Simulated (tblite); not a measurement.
Compound: C4H9P.
Numbering: `[CH3:1][CH2:2][C@@H:3]1[CH2:4][PH:5]1` (hydrogens: H6, H7, H8 on C1; H9, H10 on C2; H11 on C3; H12, H13 on C4; H14 on P5)

Cartesian coordinates in Å at the GFN2-xTB level; atoms count from 1:
```xyz
14
C4H9P angstrom
C     -1.708    0.470   -0.357
C     -0.716    0.164    0.759
C      0.439   -0.671    0.263
C      1.760   -0.637    0.973
P      1.807    0.098   -0.725
H     -2.527    1.083    0.013
H     -2.121   -0.451   -0.762
H     -1.208    1.004   -1.163
H     -1.224   -0.377    1.563
H     -0.335    1.101    1.175
H      0.137   -1.648   -0.108
H      2.285   -1.575    1.102
H      1.870    0.036    1.813
H      1.540    1.403   -0.288
```

Computed with GFN2-xTB (tblite): harmonic, unscaled wavenumbers at the GFN2-xTB geometry, gas phase. The method is semi-empirical: single wavenumbers can be off by several per cent or more. Modes of hydrogen on phosphorus can be 10 to 20 % off. One conformer, not necessarily the lowest.

Harmonic wavenumbers (cm⁻¹): 87.2, 189.5, 225.7, 338.6, 426.3, 622.8, 678.9, 712.8, 815.1, 844.0, 863.5, 933.2, 971.1, 1006.7, 1033.9, 1066.8, 1098.6, 1147.8, 1187.2, 1244.9, 1292.8, 1355.2, 1412.9, 1419.4, 1480.9, 1495.9, 1502.4, 2236.5, 2939.7, 2961.1, 2997.4, 3022.8, 3035.7, 3038.9, 3046.8, 3061.5.

A = 7534, B = 2602, C = 2147 MHz; mass 88.044 u (most abundant isotopes); point group C1, symmetry number 1.

Problem. What is the zero-point energy?

Solution. Half the sum of the wavenumbers: 25897 cm⁻¹ = 309.80 kJ/mol.

Problem. What is S at 200 K and 1 bar for an ideal gas of classical rigid rotors and harmonic oscillators?

Solution. Translation 156.40, rotation 105.64, vibration 30.15: S = 292.2 J/(mol K).

Problem. And Cp and H(200 K) − H(0)?

Solution. Cp = 73.71 J/(mol K), of which vibrations give 40.45 (their classical limit is 36 R = 299.3); H(200 K) − H(0) = 10.26 kJ/mol without the zero-point energy, 3.61 from vibrations.

Problem. Blend soft modes into free rotors: weight 1/[1 + (100 cm⁻¹/ν̃)⁴] for the oscillator and the rest for a rotor with moment μB/(μ + B), μ = h/(8π²ν), B = 10⁻⁴⁴ kg m². What vibrational entropy results?

Solution. 29.40 J/(mol K) in place of 30.15, which changes −T·S at 200 K by +0.15 kJ/mol.

Problem. What must be added to the electronic energy to get the Gibbs energy at 200 K and 1 bar?

Solution. ZPE + [H(200 K) − H(0)] − T·S = 309.80 + 10.26 − 58.44 = 261.62 kJ/mol.

Hindered rotation and anharmonicity are outside this model. Other conformers, if any are populated, would add a mixing term that is left out. The structure is chiral; the term R ln 2 for an equal mix with its mirror image is left out.
